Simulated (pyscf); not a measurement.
A first-order saddle from PySCF, ωB97X-D3(BJ)/def2-SVP:

```
O
H 1 0.9704
Si 1 1.8109 2 126.53
H 3 1.4894 1 118.43 2 -106.54
H 3 1.4895 4 116.03 1 150.04
H 3 1.5144 4 103.07 5 111.99
Si 1 1.8427 2 127.82 3 174.39
O 7 1.6691 1 122.10 2 105.63
H 8 0.9637 7 114.13 1 81.71
H 7 1.4920 8 120.98 9 -71.33
H 7 1.5020 10 103.74 8 108.39
H 7 1.7217 10 87.88 11 164.46
```

Surface: singlet, charge 0. Lowest wavenumbers (cm⁻¹): 130i, 86, 178, 299, 325.

Problem. Which two sides does it connect, and which bonds change?

Solution. `[OH][SiH3]` + `[OH][SiH3]` ⇌ `[OH][SiH2][OH]` + `[SiH4]`, a four-centre exchange read from left to right: O–Si, H–Si broken and O–Si, H–Si formed. At ωB97M-D3(BJ)/def2-TZVP it lies +0.88 eV from the left side and +1.22 eV from the right (each side as separated species at their lowest minima found). This is the saddle that the search found; another between the same sides may lie lower.
